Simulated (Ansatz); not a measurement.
Reaction (SMILES): [O]N=O → O=N[O-] (an electron is taken up)
B3LYP-D3(BJ)/def2-TZVP geometries, fixed; electronic energies without zero-point terms; positive where energy is released.

Basis-set convergence of the adiabatic electron affinity at PBE0 with Ansatz (a quantum-chemistry and plane-wave program). Cartesian d functions, on some or all atoms, in 6-31G**, 6-31+G*; all else is spherical. The program fits the integrals of some runs and decomposes those of others, by size. Open shells are unrestricted. No added dispersion term, no relativity. Functions are those of the species that has most. Reference: the value in aug-pcseg-3, 1.995 eV, itself unsure by roughly 0.005 eV (its mean distance from aug-cc-pVQZ, def2-QZVPPD). Deviations are taken from unrounded values.

```csv
basis,functions,adiabatic electron affinity (eV),minus reference (eV)
STO-3G,15,-2.888,-4.883
6-31G,27,1.700,-0.295
cc-pVDZ,42,1.030,-0.965
def2-SVP,42,1.171,-0.824
pcseg-1,42,1.600,-0.394
6-31G**,45,1.229,-0.766
6-31+G*,57,2.131,0.137
def2-SVPD,66,2.034,0.039
aug-pcseg-1,69,2.127,0.133
"6-311++G(2d,2p)",81,2.039,0.045
pcseg-2,90,1.889,-0.106
def2-TZVPP,93,1.744,-0.251
"6-311++G(3df,3pd)",117,1.993,-0.002
aug-pcseg-2,138,2.013,0.018
pcseg-3,180,1.937,-0.058
def2-QZVPPD,195,1.985,-0.010
aug-cc-pVQZ,240,1.996,0.001
aug-pcseg-3,255,1.995,0.000
```
